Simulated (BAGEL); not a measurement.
# C4H5 (SMILES [C]#CCC) at ROHF/6-311+G(d,p) (density fitting with qzvpp-jkfit)

Aim: the vertical doublet–quartet gap of C4H5 at ROHF/6-311+G** (density fitting with qzvpp-jkfit), from 2 runs. 

Program for the calculation: BAGEL 1.2.2.

### Step 1. The structure to begin with

C4H5: 9 atoms, total charge 0, spin state doublet. As SMILES, `[C]#CCC`. The coordinates come from a GFN2-xTB relaxation.

Bond lengths: C1–C2 1.194 Å, C2–C3 1.465 Å, C3–C4 1.523 Å, C3–H5 1.093 Å, C3–H6 1.093 Å, C4–H7 1.089 Å, C4–H8 1.087 Å, C4–H9 1.088 Å. Some angles: C1–C2–C3 178.7°, C2–C3–C4 110.9°, C2–C3–H5 107.8°, C2–C3–H6 107.8°, C4–C3–H5 110.7°, C4–C3–H6 110.6°, C3–C4–H7 109.7°, C3–C4–H8 110.6°, C3–C4–H9 110.6°, H5–C3–H6 109.0°.

### Step 2. The energy at ROHF/6-311+G(d,p) (density fitting with qzvpp-jkfit)

File input.json:

```json
{ "bagel" : [

{
  "title" : "molecule",
  "basis" : "6-311+gss.json",
  "df_basis" : "qzvpp-jkfit",
  "angstrom" : true,
  "geometry" : [
    { "atom" : "C", "xyz" : [    0.401530,    1.437660,   -2.168990 ] },
    { "atom" : "C", "xyz" : [    0.521100,    0.804930,   -1.163210 ] },
    { "atom" : "C", "xyz" : [    0.635250,    0.024050,    0.070680 ] },
    { "atom" : "C", "xyz" : [   -0.734470,   -0.435050,    0.552260 ] },
    { "atom" : "H", "xyz" : [    1.116540,    0.655970,    0.821700 ] },
    { "atom" : "H", "xyz" : [    1.278640,   -0.834860,   -0.136510 ] },
    { "atom" : "H", "xyz" : [   -0.626900,   -1.015400,    1.467160 ] },
    { "atom" : "H", "xyz" : [   -1.216010,   -1.056810,   -0.198800 ] },
    { "atom" : "H", "xyz" : [   -1.375680,    0.419500,    0.755710 ] }
  ]
},
{ "title" : "rohf", "nopen" : 1 },
{ "title" : "print", "file" : "orbitals.molden", "orbitals" : true }

]}
```

The basis set 6-311+G** is read from a file made from the Basis Set Exchange's data (not shown).

Launch:

```
$ BAGEL_NUM_THREADS=1 BAGEL input.json > input.out
```

The program printed:

```text
* using 1 threads per process

  ===============================================================
  ===============================================================

  *** Geometry ***

  { "atom" : "C", "xyz" : [      0.758782,      2.716784,     -4.098797 ] },
  { "atom" : "C", "xyz" : [      0.984736,      1.521097,     -2.198148 ] },
  { "atom" : "C", "xyz" : [      1.200449,      0.045448,      0.133566 ] },
  { "atom" : "C", "xyz" : [     -1.387947,     -0.822125,      1.043620 ] },
  { "atom" : "H", "xyz" : [      2.109955,      1.239604,      1.552788 ] },
  { "atom" : "H", "xyz" : [      2.416279,     -1.577657,     -0.257967 ] },
  { "atom" : "H", "xyz" : [     -1.184669,     -1.918828,      2.772531 ] },
  { "atom" : "H", "xyz" : [     -2.297926,     -1.997081,     -0.375678 ] },
  { "atom" : "H", "xyz" : [     -2.599658,      0.792740,      1.428085 ] },

  Number of auxiliary basis functions:      390

  Since a DF basis is specified, we compute 2- and 3-index integrals:
    o Being stored without compression. Storage requirement is 0.043 GB

  Number of basis functions:      118
  Number of electrons      :       29

    * METHOD: MOLECULE                             0.20

  *** Open-shell HF ***

  === Nuclear Repulsion ===
    96.9352390051

      * DIIS with orbital gradients will be used.

  === ROHF iteration (6-311+gss.json) ===
      0       -153.97975214          0.04488710           0.11
      1       -154.16630696          0.02750757           0.11
      2       -154.20556325          0.02155799           0.12
      3       -154.25167740          0.00269405           0.11
      4       -154.25348558          0.00129789           0.11
      5       -154.25416554          0.00037822           0.12
      6       -154.25426623          0.00011442           0.12
      7       -154.25429604          0.00006057           0.12
      8       -154.25430163          0.00004885           0.11
      9       -154.25430576          0.00004351           0.11
     10       -154.25431167          0.00003323           0.12
     11       -154.25431575          0.00001701           0.12
     12       -154.25431733          0.00000943           0.11
     13       -154.25431744          0.00000465           0.12
     14       -154.25431755          0.00000214           0.12
     15       -154.25431754          0.00000086           0.11
     16       -154.25431756          0.00000038           0.11
     17       -154.25431758          0.00000023           0.11
     18       -154.25431757          0.00000015           0.11
     19       -154.25431757          0.00000007           0.11
     20       -154.25431757          0.00000003           0.11
     21       -154.25431757          0.00000002           0.11
     22       -154.25431757          0.00000001           0.11
    * SCF iteration converged.

    * S^2 (ROHF) is 0.7500

    * Permanent dipole moment:
           (    0.001489,     0.333296,    -0.518059) a.u.

    * METHOD: ROHF                                 2.74

    * METHOD: PRINT                                0.04

  ===============================================================
```

It took 3.3 s on 1 thread of Arm Neoverse V1, shared host; peak memory 0.13 GiB.

### Step 3. The quartet at the same level

File hf.json:

```json
{ "bagel": [

{
  "title": "molecule",
  "basis": "6-311+gss.json",
  "df_basis": "qzvpp-jkfit",
  "angstrom": "true",
  "geometry": [
    { "atom": "C", "xyz": [    0.401530,    1.437660,   -2.168990 ] },
    { "atom": "C", "xyz": [    0.521100,    0.804930,   -1.163210 ] },
    { "atom": "C", "xyz": [    0.635250,    0.024050,    0.070680 ] },
    { "atom": "C", "xyz": [   -0.734470,   -0.435050,    0.552260 ] },
    { "atom": "H", "xyz": [    1.116540,    0.655970,    0.821700 ] },
    { "atom": "H", "xyz": [    1.278640,   -0.834860,   -0.136510 ] },
    { "atom": "H", "xyz": [   -0.626900,   -1.015400,    1.467160 ] },
    { "atom": "H", "xyz": [   -1.216010,   -1.056810,   -0.198800 ] },
    { "atom": "H", "xyz": [   -1.375680,    0.419500,    0.755710 ] }
  ]
},
{ "title": "rohf", "nopen": 3 },
{ "title": "print", "file": "orbitals.molden", "orbitals": "true" }

]}
```

The basis set 6-311+G** is read from a file made from the Basis Set Exchange's data (not shown).

Launch:

```
$ BAGEL_NUM_THREADS=1 BAGEL hf.json > hf.out
```

The program printed:

```text
* using 1 threads per process

  ===============================================================
  ===============================================================

  *** Geometry ***

  { "atom" : "C", "xyz" : [      0.758782,      2.716784,     -4.098797 ] },
  { "atom" : "C", "xyz" : [      0.984736,      1.521097,     -2.198148 ] },
  { "atom" : "C", "xyz" : [      1.200449,      0.045448,      0.133566 ] },
  { "atom" : "C", "xyz" : [     -1.387947,     -0.822125,      1.043620 ] },
  { "atom" : "H", "xyz" : [      2.109955,      1.239604,      1.552788 ] },
  { "atom" : "H", "xyz" : [      2.416279,     -1.577657,     -0.257967 ] },
  { "atom" : "H", "xyz" : [     -1.184669,     -1.918828,      2.772531 ] },
  { "atom" : "H", "xyz" : [     -2.297926,     -1.997081,     -0.375678 ] },
  { "atom" : "H", "xyz" : [     -2.599658,      0.792740,      1.428085 ] },

  Number of auxiliary basis functions:      390

  Since a DF basis is specified, we compute 2- and 3-index integrals:
    o Being stored without compression. Storage requirement is 0.043 GB

  Number of basis functions:      118
  Number of electrons      :       29

    * METHOD: MOLECULE                             0.20

  *** Open-shell HF ***

  === Nuclear Repulsion ===
    96.9352390051

      * DIIS with orbital gradients will be used.

  === ROHF iteration (6-311+gss.json) ===
      0       -153.71685354          0.04238002           0.10
      1       -153.95668938          0.02427559           0.11
      2       -154.02426894          0.01310206           0.11
      3       -154.04947930          0.00304675           0.11
      4       -154.05550799          0.00124220           0.11
      5       -154.05692349          0.00064384           0.11
      6       -154.05734687          0.00034239           0.11
      7       -154.05752389          0.00016518           0.11
      8       -154.05760104          0.00007925           0.11
      9       -154.05762680          0.00003655           0.11
     10       -154.05765377          0.00002361           0.11
     11       -154.05765724          0.00001999           0.11
     12       -154.05766367          0.00002016           0.11
     13       -154.05766589          0.00002036           0.11
     14       -154.05766686          0.00002020           0.11
     15       -154.05766683          0.00002035           0.11
     16       -154.05766504          0.00001940           0.11
     17       -154.05766355          0.00001728           0.11
     18       -154.05766330          0.00001532           0.11
     19       -154.05766043          0.00001105           0.11
     20       -154.05766291          0.00000899           0.11
     21       -154.05766416          0.00000786           0.11
     22       -154.05766433          0.00000577           0.11
     23       -154.05766582          0.00000390           0.11
     24       -154.05766507          0.00000296           0.11
     25       -154.05766490          0.00000202           0.10
     26       -154.05766442          0.00000148           0.10
     27       -154.05766414          0.00000125           0.11
     28       -154.05766413          0.00000121           0.11
     29       -154.05766414          0.00000123           0.11
     30       -154.05766407          0.00000115           0.11
     31       -154.05766396          0.00000096           0.11
     32       -154.05766404          0.00000088           0.11
     33       -154.05766401          0.00000077           0.11
     34       -154.05766410          0.00000072           0.11
     35       -154.05766416          0.00000068           0.11
     36       -154.05766414          0.00000066           0.11
     37       -154.05766411          0.00000068           0.11
     38       -154.05766411          0.00000062           0.11
     39       -154.05766410          0.00000055           0.11
     40       -154.05766413          0.00000046           0.11
     41       -154.05766412          0.00000048           0.11
     42       -154.05766411          0.00000044           0.11
     43       -154.05766410          0.00000043           0.11
     44       -154.05766410          0.00000044           0.11
     45       -154.05766410          0.00000044           0.11
     46       -154.05766410          0.00000043           0.11
     47       -154.05766410          0.00000042           0.11
     48       -154.05766411          0.00000050           0.11
     49       -154.05766410          0.00000042           0.11
     50       -154.05766409          0.00000045           0.11
     51       -154.05766411          0.00000042           0.11
     52       -154.05766410          0.00000038           0.11
     53       -154.05766411          0.00000038           0.11
     54       -154.05766412          0.00000039           0.11
     55       -154.05766411          0.00000046           0.11
     56       -154.05766412          0.00000043           0.11
     57       -154.05766412          0.00000054           0.11
     58       -154.05766411          0.00000037           0.11
     59       -154.05766412          0.00000038           0.11
     60       -154.05766412          0.00000050           0.11
     61       -154.05766412          0.00000037           0.11
     62       -154.05766412          0.00000039           0.11
     63       -154.05766412          0.00000036           0.11
     64       -154.05766412          0.00000069           0.11
     65       -154.05766412          0.00000064           0.11
     66       -154.05766412          0.00000039           0.11
     67       -154.05766412          0.00000171           0.11
     68       -154.05766414          0.00000045           0.11
     69       -154.05766415          0.00000061           0.11
     70       -154.05766415          0.00000076           0.11
     71       -154.05766416          0.00000031           0.11
     72       -154.05766416          0.00000087           0.11
     73       -154.05766417          0.00000117           0.11
     74       -154.05766416          0.00000072           0.11
     75       -154.05766417          0.00000142           0.11
     76       -154.05766416          0.00000013           0.11
     77       -154.05766416          0.00000014           0.11
     78       -154.05766415          0.00000038           0.11
     79       -154.05766416          0.00000009           0.11
     80       -154.05766416          0.00000008           0.11
     81       -154.05766416          0.00000009           0.11
     82       -154.05766416          0.00000012           0.11
     83       -154.05766416          0.00000006           0.11
     84       -154.05766416          0.00000005           0.11
     85       -154.05766416          0.00000001           0.11
     86       -154.05766416          0.00000002           0.11
     87       -154.05766416          0.00000001           0.11
     88       -154.05766416          0.00000001           0.11
     89       -154.05766416          0.00000001           0.11
    * SCF iteration converged.

    * S^2 (ROHF) is 3.7500

    * Permanent dipole moment:
           (   -0.065928,     0.258097,    -0.414699) a.u.

    * METHOD: ROHF                                 9.83

    * METHOD: PRINT                                0.04

  ===============================================================
```

Run time: 10 s. Hardware: 1 thread of Arm Neoverse V1, shared host; peak memory 0.13 GiB.

### Step 4. Outcome

Level: ROHF/6-311+G** (density fitting with qzvpp-jkfit).

| quantity | value |
| --- | --- |
| doublet: total energy | -154.25432 Eh |
| doublet: dipole moment | 1.57 D |
| doublet: ⟨S²⟩ | 0.750 |
| quartet: total energy | -154.05766 Eh |
| quartet: dipole moment | 1.25 D |
| quartet: ⟨S²⟩ | 3.750 |
| vertical energy of the quartet above the doublet | 5.351 eV |

In words: At this shape the quartet lies 5.35 eV (123 kcal/mol) above the doublet.
